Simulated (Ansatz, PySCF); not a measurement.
Gas-phase reaction in SMILES: C=C=C [propa-1,2-diene] + C (CH4) -> 2 C=C (C2H4)

Wanted: bond separation energy (electronic), in kcal/mol. Conventions: non-relativistic; no spin-orbit coupling; frozen cores in correlated levels; six Cartesian d functions in 6-31G* and its kin unless marked 5d; no dispersion term unless named. Basis-set limits of correlation are two-point, X^-3; Hartree-Fock from the larger set. The bracket is a focal-point correction in the basis named. Ab initio and DFT rows: single points at B3LYP-D3(BJ) geometries (Ansatz, a first-principles code).

| species | coefficient | E at B3LYP/6-31G* (Ansatz), Eh | E at M06-2X/def2-TZVPD (PySCF), Eh |
|---|---|---|---|
| C=C=C | -1 | -116.65749 | -116.64197 |
| C (CH4) | -1 | -40.51834 | -40.50048 |
| C=C (C2H4) | +2 | -78.58736 | -78.57219 |

Coupled cluster (Ansatz) is a level with limits of its own, used here on species with T1 under 0.025 (0.045 for open shells) and stable references: RI-MP2/CBS(aug-cc-pVTZ,aug-cc-pVQZ)+[CCSD(T)-MP2]/aug-cc-pVTZ. Value to compare with, RI-MP2/CBS(aug-cc-pVTZ,aug-cc-pVQZ)+[CCSD(T)-MP2]/aug-cc-pVTZ (Ansatz): -3.9 kcal/mol. 1 Eh = 627.5095 kcal/mol.

### Question
Compute it at each level from the table, and compare with RI-MP2/CBS(aug-cc-pVTZ,aug-cc-pVQZ)+[CCSD(T)-MP2]/aug-cc-pVTZ (Ansatz).

### Answer

- B3LYP/6-31G*: the sum of coefficient times E is 0.00111 Eh, or 0.70 kcal/mol. Result: 0.7 kcal/mol. Its difference against RI-MP2/CBS(aug-cc-pVTZ,aug-cc-pVQZ)+[CCSD(T)-MP2]/aug-cc-pVTZ (Ansatz) is 4.6 kcal/mol.
- M06-2X/def2-TZVPD: the sum of coefficient times E is -0.00193 Eh, or -1.21 kcal/mol. Result: -1.2 kcal/mol. Its difference against RI-MP2/CBS(aug-cc-pVTZ,aug-cc-pVQZ)+[CCSD(T)-MP2]/aug-cc-pVTZ (Ansatz) is 2.7 kcal/mol.
